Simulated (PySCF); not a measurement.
# MgB: energy against distance

Set-up: basis Mg x2c-TZVPPall, B x2c-TZVPPall; spin-free X2C with a Gaussian nucleus; PySCF 2.14. Energies in eV from Mg + B in their ground configurations at the same level. All curves are PBE0. state 1: Ms = 0.5 determinant of mixed spin (⟨S²⟩ near 1.1), unpaired electrons π ↑; state 2: ²Σ⁺ (doublet), unpaired electrons σ ↑, a second solution, started from another occupation; state 3: quartet, unpaired electrons σ ↑, π ↑↑, a second solution, started from another occupation; state 4: ⁴Π (quartet), unpaired electrons σ ↑↑, π ↑, a second solution, started from another occupation.

```csv
R (Å),state 1,state 2,state 3,state 4
2.054,-0.3640,0.7162,0.0218,0.2630
2.149,-0.5457,0.3703,0.0266,0.1247
2.245,-0.6420,0.1332,0.1008,0.0789
2.316,-0.6741,0.0091,0.1881,0.0892
2.388,-0.6815,-0.0792,0.2941,0.1281
2.460,-0.6710,-0.1398,0.4129,0.1886
2.555,-0.6384,-0.1880,0.5841,0.2936
2.675,-0.5809,-0.2118,0.8068,0.4497
2.818,-0.5032,-0.2082,1.0732,0.6551
3.009,-0.4016,-0.1787,1.4084,0.9343
```

**Question.** Put a parabola through the three lowest points of the state 1 curve and estimate Re, k and ωe (reduced mass 7.546 u; 1 eV/Å² = 0.16022 mdyn/Å; ωe = 1302.8·√(k/μ) cm⁻¹).

**Answer.** Through R = 2.316, 2.388, 2.46 Å the second-order coefficient is 1.73 eV/Å², so Re ≈ 2.382 Å, k ≈ 0.553 mdyn/Å and ωe ≈ 353 cm⁻¹. A polynomial fit of higher order to the unrounded PBE0 energies gives Re = 2.378 Å, k = 0.582 mdyn/Å, ωe = 362 cm⁻¹; anharmonicity and rounding make the difference.

The higher-order fit for each curve: state 1: Re = 2.378 Å, ωe = 362 cm⁻¹, De = 0.68 eV; state 2: Re = 2.723 Å, ωe = 223 cm⁻¹, minimum 0.213 eV below the ground-state fragments; state 4: Re = 2.258 Å, ωe = 498 cm⁻¹, minimum 0.078 eV above the ground-state fragments. State 3 gave no clean fit.

The state is the lowest determinant that a PBE0 search found; another state may lie lower at other levels.
